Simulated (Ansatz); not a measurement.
A search over several starts for the lowest SCF solution of P2S4⁺ at the given spin, in a small basis.

```yaml
crystal:
  periodic: [false, false, false]
  atoms:
    - {symbol: P, position_ang: [1.148720, -1.589031, -0.731384]}
    - {symbol: P, position_ang: [-2.060525, 0.124369, -0.116022]}
    - {symbol: S, position_ang: [0.994580, 1.504436, 0.221917]}
    - {symbol: S, position_ang: [-0.931845, 1.488638, 0.965516]}
    - {symbol: S, position_ang: [1.724861, -0.376526, 0.848756]}
    - {symbol: S, position_ang: [-0.875811, -1.151876, -1.188782]}
basis:
  gaussian: {orbitals: def2-SVP, initial_orbitals: start.molden}
total_charge: 1
magnetization: {spin_polarized: true, initial_magnetization: 1}
hamiltonian: {xc: pbe, dispersion: d4}
output: {orbitals: {seedname: orbitals}}
```

The file start.molden holds the orbitals of an earlier run on this structure, at another level or in another basis.

```sh
$ ansatz run in.yaml --threads 4 --pin off --events-out ev --progress --plain --max-ram 4787MiB
```

Output, abridged:

```
Functional definition: PBE
1234 factors; their error is unknown
mean field evaluation 1: about -61804.9360 eV, gradient 5.6e1 eV
mean field evaluation 2: about -61824.2756 eV, gradient 3.4e1 eV
mean field evaluation 4: about -61859.0246 eV, gradient 1.1e1 eV
mean field evaluation 8: about -61865.9375 eV, gradient 6.0e-1 eV
mean field evaluation 16: about -61865.7500 eV, gradient 5.0e0 eV
mean field evaluation 32: about -61865.8646 eV, gradient 7.4e-5 eV
mean field -61865.86459428 eV, -2273.5285896506 hartree, gradient 3.1e-5 eV, S^2 0.757786; 4 other end points of the search recorded, 0 dependent functions left out
reference -61865.86461927 eV, -2273.5285905691 hartree; 47, 46 occupied and 61, 62 virtual orbitals, 1234 factors
Total energy: -61866.33849597 eV, -2273.5460052165 hartree
```

Run time 4.5 s (4 threads of Arm Neoverse V1 on a shared host).

Another isomer (doublet) lies 1.00 eV lower at PBE0-D4/def2-TZVP; other spin states weren't run for this one.
